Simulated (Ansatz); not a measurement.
Reaction: C2H3N (acetonitrile, SMILES CC#N) → C2H3N+ (parent SMILES CC#N, doublet) + e-
Each species at its own B3LYP-D3(BJ)/def2-TZVP minimum (Ansatz, a first-principles code).

Total energies in hartree (Ansatz). Radicals and triplets start from unrestricted determinants; spin-orbit coupling is neglected. Cores are frozen in correlated methods. No relativity. The spin of C2H3N+ (parent SMILES CC#N, doublet) was assumed, and the state is the lowest solution found for it.

```csv
species,HF/cc-pVTZ,CCSD(T)/cc-pVTZ,HF/cc-pVQZ,CCSD(T)/cc-pVQZ,CCSD(T)/cc-pVDZ,CCSDT(Q)/cc-pVDZ
"1: C2H3N (acetonitrile, SMILES C(C)#N)",-131.97382,-132.52744,-131.98271,-132.56554,-132.39798,-132.40002
"2: C2H3N+ (parent SMILES CC#N, doublet)",-131.57432,-132.07939,-131.58278,-132.11407,-131.96041,-131.96316
```

Question: Work out the adiabatic ionisation energy (electronic) in eV: take Hartree-Fock from cc-pVQZ, extrapolate the CCSD(T) correlation energy as X^-3 (X = 3, 4), and add CCSDT(Q) - CCSD(T) in cc-pVDZ. 1 hartree = 27.211 eV.

Answer: 
Species 1: correlation (64·(-0.58283) - 27·(-0.55362))/37 = -0.60415; step -0.00204; E1 = -131.98271 + (-0.60415) + (-0.00204) = -132.58890
Species 2: correlation (64·(-0.53129) - 27·(-0.50507))/37 = -0.55042; step -0.00275; E2 = -131.58278 + (-0.55042) + (-0.00275) = -132.13595
-1·E1 +1·E2 = 0.45295 hartree = 12.33 eV.
